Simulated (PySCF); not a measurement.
Structure problem from calculated spectra and properties.

Formula: C4H9F.

* Rotational structure: rotational constants A, B, C: 12.731, 2.348, 2.171 GHz [PBE0-D3(BJ)/def2-TZVP]
* 1H NMR: chemical shifts (computed TMS as zero) by class: 4.49 (2 H), 1.54 (2 H), 1.51 (2 H), 0.99 (3 H) ppm [GIAO PBE0/pcSseg-2]
* Polarisability: 52.9 au [CAM-B3LYP/aug-cc-pVTZ]
* NMR, other nuclei: isotropic shieldings of nuclei other than C and H, by class: 417 (1 F) ppm [GIAO PBE0/pcSseg-2]
* 13C NMR: chemical shifts (computed TMS as zero) by class: 89.7 (1 C), 38.7 (1 C), 24.3 (1 C), 16.9 (1 C) ppm [GIAO PBE0/pcSseg-2]
* Dipole: 1.86 D [CAM-B3LYP/aug-cc-pVTZ]

Gas-phase values; electronic properties from PySCF, density fitting. Levels stand in brackets. One conformer (not necessarily the lowest) at the PBE0-D3(BJ)/def2-TZVP geometry, without solvent, vibrations or thermal averaging. NMR classes are plain means over equivalent atoms (diastereotopic ones count apart unless rotation or inversion swaps them), as if these changed places fast.

**Question.** Give a SMILES that accounts for the data.

**Answer.** Numbering: `[CH3:1][CH2:2][CH2:3][CH2:4][F:5]`. Its formula, C4H9F, gives 0 degrees of unsaturation, so no ring and no π bond. 4 carbons fall into 4 classes; from least to most shielded: sp3 C–F carbon [C4] (89.7 ppm), chain CH2 carbon [C3] (38.7 ppm), chain CH2 carbon [C2] (24.3 ppm), methyl carbon [C1] (16.9 ppm). Hydrogen classes from least to most shielded: 2 H on an sp3 C–F carbon, C4 (4.49 ppm), 2 H on a chain CH2 carbon, C2 (1.54 ppm, a mean of values up to 0.7 ppm apart in this geometry), 2 H on a chain CH2 carbon, C3 (1.51 ppm), 3 H on a methyl carbon, C1 (0.99 ppm). The other shieldings belong to: 417 ppm, alkyl fluorine [F5]. The optimised geometry has point group C1 and is an asymmetric top. Structure: `CCCCF` (1-fluorobutane). Computed isomers that give other values at the same levels: `CC(C)(C)F` (rotational constant A: 4.756 GHz; this holds for the one conformer computed); `CC[C@H](C)F` (rotational constant A: 8.226 GHz; this holds for the one conformer computed); `CC(C)CF` (rotational constant A: 7.710 GHz; this holds for the one conformer computed). The assignments are read from this structure; whether some other isomer fits the data as well wasn't checked.

Conformer computed: `[CH3:1][CH2:2][CH2:3][CH2:4][F:5]`: C1–C2–C3–C4 179°, C2–C3–C4–F5 -64°.
